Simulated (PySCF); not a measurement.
Reaction (SMILES): C (CH4) → [CH3-] + H+
B3LYP-D3(BJ)/def2-TZVP geometries, fixed; electronic energies without zero-point terms.
Largest species:
```xyz
5

C      0.0000     0.0000     0.0000
H      0.6205     0.6269     0.6390
H     -0.6429    -0.6249     0.6185
H      0.6369    -0.6328    -0.6166
H     -0.6146     0.6308    -0.6409
```

Effect of the SCF energy threshold at HF/def2-SVP with PySCF, against the last row, where the deprotonation energy is 449.17 kcal/mol.

```json
[
 {"setting": "conv_tol: 1e-4", "SCF cycles, largest species": "4", "largest shift of a total energy (mEh)": "0.002", "shift of the deprotonation energy (kcal/mol)": "0.001"},
 {"setting": "conv_tol: 1e-5", "SCF cycles, largest species": "4", "largest shift of a total energy (mEh)": "0.000", "shift of the deprotonation energy (kcal/mol)": "0.000"},
 {"setting": "conv_tol: 1e-6", "SCF cycles, largest species": "5", "largest shift of a total energy (mEh)": "0.000", "shift of the deprotonation energy (kcal/mol)": "0.000"},
 {"setting": "conv_tol: 1e-7", "SCF cycles, largest species": "6", "largest shift of a total energy (mEh)": "0.000", "shift of the deprotonation energy (kcal/mol)": "0.000"},
 {"setting": "conv_tol: 1e-11", "SCF cycles, largest species": "8", "largest shift of a total energy (mEh)": "0.000", "shift of the deprotonation energy (kcal/mol)": "0.000"}
]
```

Within 0.02 kcal/mol in the deprotonation energy: conv_tol: 1e-4; conv_tol: 1e-5; conv_tol: 1e-6; conv_tol: 1e-7. The largest shift is 0.002 mEh in a total energy and 0.001 kcal/mol in the difference.
